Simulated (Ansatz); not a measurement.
A made-up structure of CH₅SSi (charge +1), closed shell:

```json
{"atom": "C1", "x (Å)": "0.8510", "y (Å)": "-1.2797", "z (Å)": "0.6757"}
{"atom": "S2", "x (Å)": "-0.7160", "y (Å)": "-0.0501", "z (Å)": "0.9604"}
{"atom": "Si3", "x (Å)": "-0.7182", "y (Å)": "1.0334", "z (Å)": "-0.5067"}
{"atom": "H4", "x (Å)": "-1.9780", "y (Å)": "0.8531", "z (Å)": "-1.1367"}
{"atom": "H5", "x (Å)": "0.3382", "y (Å)": "0.7255", "z (Å)": "-1.4043"}
{"atom": "H6", "x (Å)": "-0.5926", "y (Å)": "2.3629", "z (Å)": "-0.0239"}
{"atom": "H7", "x (Å)": "1.4553", "y (Å)": "-1.1989", "z (Å)": "-0.1915"}
{"atom": "H8", "x (Å)": "1.0358", "y (Å)": "-2.0020", "z (Å)": "1.4293"}
```

It is relaxed with PBE-D4/def2-SVP and then PBE0-D4/def2-TZVP (Ansatz 0.2.0). Atoms count as bonded within 1.22 times the sum of their covalent radii (H–H: 0.88 Å). The end point is not checked to be a true minimum.

(1) Does its bonding change? (A judgement: the text doesn't fix the answer.)

Answers

(1) The calculation gives: No: no bond forms or breaks.

Where it ends: The first stage lowers the energy by 3.57 eV in 11 steps. It ends as CH₅SSi ([CH2][S][SiH3]), total charge +1:
C1  (0.749, -1.226, 0.737)
S2  (-0.539, -0.325, 1.087)
Si3  (-0.707, 1.123, -0.649)
H4  (-2.055, 0.822, -1.165)
H5  (0.419, 0.728, -1.518)
H6  (-0.571, 2.425, 0.029)
H7  (1.348, -1.097, -0.160)
H8  (1.031, -2.007, 1.441)
(Å)

Labels in which every atom is bracketed show which atoms are joined, not bond orders.

For scale, one of the runs: PBE0-D4/def2-TZVP relaxation, 135 basis functions, launched by `ansatz run in.yaml --threads 2 --pin off --events-out ev --progress --plain --max-ram 4352MiB`. The run took about 21 s on 2 CPU threads of an Arm Neoverse V1 (shared host).
